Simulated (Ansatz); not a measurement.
# C₆H₁₂: a ladder of functionals and wavefunction methods

How much do the methods differ for C₆H₁₂? The plan is to run it at one geometry with functionals of several rungs and with coupled cluster, and see how far each lands from CCSD(T) at the basis-set limit for the atomisation energy.

Computed with Ansatz 0.2.0, Gaussian basis. Level: functionals in def2-TZVPP, the program's frozen cores in correlated methods.

The runs, in order: PBE-D4, r2SCAN-D4, PBE0-D4, B3LYP-D4, ωB97X-V, ωB97M-V, B2PLYP; CCSD(T)/def2-TZVPP; MP2/def2-QZVPP; extrapolation to the limit.

## (1) Structure used throughout

An earlier PBE0-D4 in a triple-zeta def2 set relaxation fixed the geometry.

SMILES `C=CC(C)CC`, 18 atoms, charge 0, spin multiplicity 1.

Atoms are counted from 1 here; the program's logs count them from 0.

Bond lengths: C1–C2 1.325 Å, C1–H7 1.086 Å, C1–H8 1.084 Å, C2–C3 1.495 Å, C2–H9 1.091 Å, C3–C4 1.526 Å, C3–C5 1.531 Å, C3–H10 1.098 Å, C4–H11 1.094 Å, C4–H12 1.092 Å, C4–H13 1.093 Å, C5–C6 1.518 Å, C5–H14 1.097 Å, C5–H15 1.096 Å, C6–H16 1.092 Å, C6–H17 1.092 Å, C6–H18 1.094 Å. Angles: C2–C1–H7 121.3°, C2–C1–H8 121.7°, H7–C1–H8 117.0°, C1–C2–C3 125.7°, C1–C2–H9 119.0°, C3–C2–H9 115.3°, C2–C3–C4 110.3°, C2–C3–C5 111.2°, C2–C3–H10 108.0°, C4–C3–C5 110.6°, C4–C3–H10 108.6°, C5–C3–H10 108.1°, C3–C4–H11 110.7°, C3–C4–H12 111.3°, C3–C4–H13 110.9°, H11–C4–H12 107.8°, H11–C4–H13 107.7°, H12–C4–H13 108.3° and more.

## (2) PBE-D4 (GGA)

Input file in.yaml:

```yaml
crystal:
  periodic: [false, false, false]
  atoms:
    - {symbol: C, position_ang: [-2.119034, -0.123754, 1.005587]}
    - {symbol: C, position_ang: [-1.296948, 0.178449, 0.011218]}
    - {symbol: C, position_ang: [0.001319, -0.502056, -0.285012]}
    - {symbol: C, position_ang: [-0.041880, -1.142967, -1.668922]}
    - {symbol: C, position_ang: [1.174449, 0.476393, -0.180990]}
    - {symbol: C, position_ang: [1.383350, 1.038912, 1.213171]}
    - {symbol: H, position_ang: [-1.888446, -0.920605, 1.706419]}
    - {symbol: H, position_ang: [-3.050777, 0.409350, 1.156292]}
    - {symbol: H, position_ang: [-1.565338, 0.986828, -0.670314]}
    - {symbol: H, position_ang: [0.148888, -1.291883, 0.462731]}
    - {symbol: H, position_ang: [-0.199901, -0.384733, -2.442017]}
    - {symbol: H, position_ang: [-0.853194, -1.869848, -1.743469]}
    - {symbol: H, position_ang: [0.898946, -1.653417, -1.890939]}
    - {symbol: H, position_ang: [1.013319, 1.294372, -0.894135]}
    - {symbol: H, position_ang: [2.082833, -0.039134, -0.511800]}
    - {symbol: H, position_ang: [2.233058, 1.724750, 1.240007]}
    - {symbol: H, position_ang: [0.500453, 1.580773, 1.559442]}
    - {symbol: H, position_ang: [1.578893, 0.238578, 1.932722]}
basis:
  gaussian: {orbitals: def2-TZVPP}
hamiltonian: {xc: pbe, dispersion: d4}
output: {forces: true, orbitals: {seedname: orbitals}}
```

On the command line:

```
$ ansatz run in.yaml --threads 2 --pin off --events-out ev --progress --plain --max-ram 32768MiB --backend cuda --devices 0, --max-vram 18GiB
```

After this run come: r2SCAN-D4 (meta-GGA); PBE0-D4 (hybrid); B3LYP-D4 (hybrid); ωB97X-V (range-separated); ωB97M-V (range-separated); B2PLYP (double hybrid); CCSD(T) in def2-TZVPP; MP2 in def2-QZVPP.

Q: Predict the results of all the runs planned. Wanted: atomisation energy, CCSD(T)/CBS; farthest; mean size of error, hybrid; mean size of error, range-separated; gap, smallest and largest; T1 diagnostic; triples share of the correlation energy.

**Answer**, as computed:

| quantity | value |
| --- | --- |
| atomisation energy, CCSD(T)/CBS | 7297.7 kJ/mol |
| functionals within 36.5 kJ/mol (0.5 %) | r2SCAN-D4, B3LYP-D4, ωB97X-V, ωB97M-V |
| farthest | PBE-D4 (+139.6 kJ/mol) |
| mean size of error, hybrid | 35.7 kJ/mol |
| mean size of error, range-separated | 12.2 kJ/mol |
| gap, smallest and largest | 5.61 eV (PBE-D4), 12.36 eV (ωB97X-V) |
| T1 diagnostic | 0.0093 |
| triples share of the correlation energy | 4.0 % |

PBE-D4 misses by +139.6 kJ/mol. Double hybrids carry the basis error of their MP2 part in triple zeta, and no dispersion term here, so their miss is partly the set-up's. Misses under about 36.5 kJ/mol are within the doubt on the reference itself, which lacks core-valence correlation, relativity and higher excitations. Hartree-Fock recovers 76 % of the binding; the rest is correlation. The gap grows from 5.6 to 12.4 eV across the functionals, mostly with the share of exact exchange.
